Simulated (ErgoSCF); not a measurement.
# BSiH5 (boranylsilane) at 5 levels

We compute a comparison of 5 runs (HF/STO-3G, HF/6-31G*, HF/def2-SVP, B3LYP/6-31G*, PBE0/def2-SVP) of BSiH5 (boranylsilane). 

Program for the calculation: ErgoSCF 3.8.

**1. The molecule**

BSiH5: 7 atoms, total charge 0, spin state singlet. SMILES: `B[SiH3]`. The shape is that of a PBE0-D4/def2-TZVP optimisation.

Bond lengths: B1–Si2 2.010 Å, B1–H3 1.196 Å, B1–H4 1.195 Å, Si2–H5 1.492 Å, Si2–H6 1.492 Å, Si2–H7 1.487 Å. Angles: B1–Si2–H5 108.8°, B1–Si2–H6 108.8°, B1–Si2–H7 115.1°, Si2–B1–H3 118.9°, Si2–B1–H4 123.6°, H5–Si2–H6 107.3°, H5–Si2–H7 108.3°, H6–Si2–H7 108.3°, H3–B1–H4 117.5°.

**2. A single-point energy at HF/STO-3G (run 1)**

ergo.in

```
set_nthreads(1)
molecule_inline
B  -0.08163617 -2.24688436 0.38607105
Si 0.16837460 1.48400193 -0.28062433
H  -2.12783162 -3.19477099 0.54820955
H  1.71284776 -3.59520395 0.63381414
H  -1.16407129 2.06622654 -2.69701713
H  -1.17843321 2.86614761 1.77558667
H  2.78640117 2.49217081 -0.45258941
EOF
scf.use_diagonalization = 1
scf.max_number_of_iterations = 120
tmpdir = "."
basis = "STO-3G"
scf.output_mulliken_pop = 1
run "HF"
```

The basis set STO-3G is read from a file made from the Basis Set Exchange's data (not shown).

The run is started by

```
$ ergo ergo.in
```

The program printed:

```text
[...]
INSC SCF_general constructor, number of basis functions: 19
[...]
INSC Energy   1 =       -246.39213508454
[...]
INDE E_LUMO =          0.23054486363
[...]
INSC Energy  11 =       -312.84248959740  ( diff     -0.000000000007901 )
[...]
RESC CONVERGED after  11 iterations.
RESC FINAL ENERGY:       -312.84248959740
[...]
INSC SCF: dipole_moment_x [atomic units] =       0.03431475
INSC SCF: dipole_moment_y [atomic units] =      -0.07439266
INSC SCF: dipole_moment_z [atomic units] =       0.01348013
[...]
```

Wall time 1.1 s (1 thread of Arm Neoverse V1, shared host); peak memory 0.26 GiB.

**3. The energy at HF/6-31G(d) (spherical functions) (run 2)**

ergo.in

```
# HF on BH5Si
set_nthreads(1)
molecule_inline Angstrom
B       -0.043200      -1.189000       0.204300
Si       0.089100       0.785300      -0.148500
H       -1.126000      -1.690600       0.290100
H        0.906400      -1.902500       0.335400
H       -0.616000       1.093400      -1.427200
H       -0.623600       1.516700       0.939600
H        1.474500       1.318800      -0.239500
EOF
basis = "6-31G*"
tmpdir = "."
scf.use_diagonalization = 1
scf.max_number_of_iterations = 120
scf.output_mulliken_pop = 1
run "HF"
```

The basis set 6-31G* is read from a file made from the Basis Set Exchange's data (not shown).

The run is started by

```
$ ergo ergo.in
```

The program printed:

```text
[...]
INSC SCF_general constructor, number of basis functions: 42
[...]
INSC Energy   1 =       -141.57666816245
[...]
INDE E_LUMO =          0.05880625451
[...]
INSC Energy  15 =       -316.46070102438  ( diff     -0.000000000023761 )
[...]
RESC CONVERGED after  15 iterations.
RESC FINAL ENERGY:       -316.46070102438
[...]
INSC SCF: dipole_moment_x [atomic units] =       0.02580212
INSC SCF: dipole_moment_y [atomic units] =      -0.20096041
INSC SCF: dipole_moment_z [atomic units] =       0.03613187
[...]
```

It took 5.4 s on 1 thread of Arm Neoverse V1, shared host; peak memory 0.26 GiB.

Runs 3 to 4 aren't shown in full; the table further down has their settings and results.

**4. A single-point energy at PBE0/def2-SVP (run 5)**

job.ego

```
set_nthreads("env")
XC.sparse_mode = 0
XC.radint = 1e-11
spin_polarization = 0
scf.max_number_of_iterations = 120
scf.output_mulliken_pop = 1
scf.use_diagonalization = 1
basis = "def2-SVP"
tmpdir = "."
XC.angint = 41
molecule_inline
B  -0.08163617 -2.24688436 0.38607105
Si 0.16837460 1.48400193 -0.28062433
H  -2.12783162 -3.19477099 0.54820955
H  1.71284776 -3.59520395 0.63381414
H  -1.16407129 2.06622654 -2.69701713
H  -1.17843321 2.86614761 1.77558667
H  2.78640117 2.49217081 -0.45258941
EOF
run "PBE0"
```

The basis set def2-SVP is read from a file made from the Basis Set Exchange's data (not shown).

The run is started by

```
$ ergo < job.ego
```

The program printed:

```text
[...]
INDF Weighted mixed functional:
[...]
INSC Energy   1 =       -114.38894046218
[...]
INDE E_LUMO =         -0.08992560835
[...]
INSC Energy  16 =       -317.01036669846  ( diff     -0.000000000001535 )
[...]
RESC CONVERGED after  16 iterations.
RESC FINAL ENERGY:       -317.01036669846
[...]
INSC SCF: dipole_moment_x [atomic units] =      -0.00381136
INSC SCF: dipole_moment_y [atomic units] =      -0.16517570
INSC SCF: dipole_moment_z [atomic units] =       0.02961333
[...]
```

Wall time 12 s (1 thread of Arm Neoverse V1, shared host); peak memory 0.26 GiB.

**5. All runs side by side**

| run | level | integration grid | radint | energy (Eh) | dipole moment (D) | wall time |
| --- | --- | --- | --- | --- | --- | --- |
| 1 | HF/STO-3G | – | – | -312.842490 | 0.21 | 1.1 s |
| 2 | HF/6-31G* (spherical functions) | – | – | -316.460701 | 0.52 | 5.4 s |
| 3 | HF/def2-SVP | – | – | -316.369695 | 0.58 | 8.4 s |
| 4 | B3LYP/6-31G* (spherical functions) | Turbo | 1e-11 | -317.302276 | 0.44 | 8.1 s |
| 5 | PBE0/def2-SVP | Turbo | 1e-11 | -317.010367 | 0.43 | 12 s |

**6. What came out**

| quantity | value |
| --- | --- |
| run 5: total energy | -317.01037 Eh |
| run 5: dipole moment | 0.43 D |

The dipole moment (its size) runs from 0.21 D (HF/STO-3G) to 0.58 D (HF/def2-SVP). Totals of different functionals can't be ranked against each other. In run 1 the basis is minimal, so the values are rough. All runs together took 35 s, the longest 12 s.
